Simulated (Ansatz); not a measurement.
Geometry optimisation, RKS PBE-D4/6-31G (Ansatz).

The input (input.yaml):

```yaml
crystal:
  periodic: [false, false, false]
  atoms:
    - { symbol: C, position_ang: [-0.443, -1.9225, 0.2819] }
    - { symbol: C, position_ang: [-0.9326, -0.6153, 0.3561] }
    - { symbol: C, position_ang: [-0.204, 0.6534, 0.0741] }
    - { symbol: C, position_ang: [1.352, 0.5247, -0.3505] }
    - { symbol: O, position_ang: [-0.879, 1.367, -0.916] }
    - { symbol: F, position_ang: [-0.2116, 1.4653, 1.1864] }
    - { symbol: H, position_ang: [-1.1303, -2.7031, 0.5015] }
    - { symbol: H, position_ang: [0.5598, -2.109, -0.0358] }
    - { symbol: H, position_ang: [-1.9559, -0.435, 0.7067] }
    - { symbol: H, position_ang: [1.7177, 1.5055, -0.4942] }
    - { symbol: H, position_ang: [1.8701, 0.0209, 0.4438] }
    - { symbol: H, position_ang: [1.3862, -0.0327, -1.2703] }
    - { symbol: H, position_ang: [-1.1091, 2.2461, -0.4689] }
basis:
  gaussian: { orbitals: "6-31G" }
hamiltonian:
  xc: pbe
  dispersion: d4
relax:
  f_tol: 0.02
  max_steps: 40
output:
  orbitals: {}
```

Command:

```bash
$ ansatz run input.yaml --threads 1 --pin off --max-ram 2048MiB --backend cpu --events-out ev --progress --plain --runs-dir out
```

**Question.** Where does it end, and by what steps?

**Answer.** The run converged. Limits of this set-up: no polarisation functions. After 20 steps the energy has fallen by 0.630 eV; H13 moved furthest, 0.66 Å.

```tsv
step	energy less start (eV)	largest force component (eV/Å)	accepted
0	0.0000	3.905	yes
1	-0.4054	1.509	yes
2	-0.4845	0.891	yes
3	-0.5182	0.488	yes
4	-0.5112	1.346	no
5	-0.5401	0.148	yes
6	-0.5570	0.356	yes
7	-0.5900	0.454	yes
8	-0.6078	0.276	yes
9	-0.6130	0.693	yes
10	-0.6107	0.334	no
11	-0.6249	0.177	yes
12	-0.6255	0.143	yes
13	-0.6274	0.040	yes
14	-0.6281	0.024	yes
15	-0.6291	0.036	yes
16	-0.6291	0.085	no
17	-0.6297	0.020	yes
18	-0.6300	0.029	yes
19	-0.6301	0.021	yes
20	-0.6301	0.006	yes
```

```xyz
13
Properties=species:S:1:pos:R:3
C -0.429 -1.881 0.314
C -0.966 -0.651 0.369
C -0.230 0.634 0.128
C 1.206 0.549 -0.363
O -1.063 1.418 -0.723
F -0.156 1.327 1.436
H -1.028 -2.771 0.524
H 0.622 -2.054 0.059
H -2.021 -0.502 0.622
H 1.631 1.564 -0.431
H 1.826 -0.026 0.341
H 1.246 0.074 -1.355
H -0.618 2.284 -0.906
```

Whether the end is a true minimum wasn't checked by a vibrational analysis.

The run took 87 s on 1 thread of Arm Neoverse V1 (shared host), peak memory 0.15 GiB.
